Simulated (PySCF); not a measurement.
**Static response to an electric field**

2-chloro-2-propen-1-ol, C3H5ClO.
Geometry (PBE0-D3(BJ)/def2-SVP, Å), atoms numbered from 1 in this order:
```xyz
10
C3H5ClO angstrom
C      1.552   -0.208    0.158
C      0.356    0.373    0.207
Cl     0.136    1.878    1.070
C     -0.911   -0.105   -0.443
O     -1.979   -0.226    0.444
H      2.430    0.233    0.633
H      1.666   -1.156   -0.373
H     -0.723   -1.097   -0.880
H     -1.143    0.584   -1.283
H     -2.061    0.616    0.910
```

Level: wB97X-D/def2-SVPD (PySCF), static field, nuclei fixed, core orbitals frozen in the response. The polarisability tensor in these axes (au):

```
x   63.69 -6.01 -0.48
y   -6.01 57.92  7.93
z   -0.48  7.93 48.03
```

Task: Diagonalise the tensor; give its mean and Δα, where Δα² is half the sum of the squared differences of the eigenvalues.

Result: Principal values 43.30, 57.66 and 68.68 au; mean 56.55 au = 8.38 Å³ = 9.32 × 10⁻⁴⁰ C²·m²/J; Δα = 22.05 au (39 % of the mean).

Task: What is the dipole moment, and where does it point?

Result: (1.25, -0.05, -0.98) D, 1.59 D in size, pointing from the negative to the positive side. Measured along this direction, the outermost atoms are H10 at the negative end and H7 and H6 at the positive end.

Task: Refractivity n − 1 of an ideal gas of it at 273.15 K and 1 atm, from the electronic α?

Result: N = p/kT = 2.6868 × 10¹⁹ cm⁻³, so n − 1 = 2π × N × 8.38 × 10⁻²⁴ cm³ = 1415 × 10⁻⁶ at long wavelengths.

Task: In TDDFT the mean static polarisability is Σ f/ω² over all singlet excitations (ω in hartree). How much of it do the 10 lowest give? Their energies (eV) and oscillator strengths: 6.77, 0.1388; 6.83, 0.0571; 7.02, 0.1132; 7.63, 0.0033; 7.66, 0.0028; 8.00, 0.0018; 8.17, 0.0022; 8.34, 0.0467; 8.41, 0.0280; 8.51, 0.0168.

Result: They add up to 5.93 au, 10.5 % of the 56.55 au; the largest single term is 2.24 au, from the state at 6.77 eV. Terms in order: 2.24, 0.91, 1.70, 0.04, 0.04, 0.02, 0.02, 0.50, 0.29, 0.17 au. Higher excitations give the rest. The strengths listed sum to 0.411.

Task: Directions of the eigenvectors, and the extent of the frame along each?

Result: Largest value along (0.75, -0.61, -0.25), where the nuclei span 4.21 Å; middle along (0.64, 0.61, 0.47), 3.54 Å; least along (-0.13, -0.51, 0.85), 1.99 Å. The response follows the extents in order.

Task: What molar refraction does this α imply?

Result: Lorentz–Lorenz: R = (4π/3)N_A α = 2.5225 cm³/(mol·Å³) × 8.38 Å³ = 21.1 cm³/mol, in the limit of long wavelengths.

Task: Find the Langevin capture rate constant for NH4+ (18.034 u) meeting this molecule (92.003 u), k = 2.342 × 10⁻⁹ cm³/s × √(α in Å³ / reduced mass in u).

Result: The reduced mass is 15.08 u, so k = 1.75 × 10⁻⁹ cm³/s. The formula leaves out the permanent dipole, which adds to the capture rate.

One conformer (not necessarily the lowest) at the PBE0-D3(BJ)/def2-SVP geometry, without solvent, vibrations or thermal averaging.

These values come from a run that also computed excited states and ΔSCF ions. Time: 56 s of wall time. Hardware: one thread, Arm Neoverse V1, on a shared host.
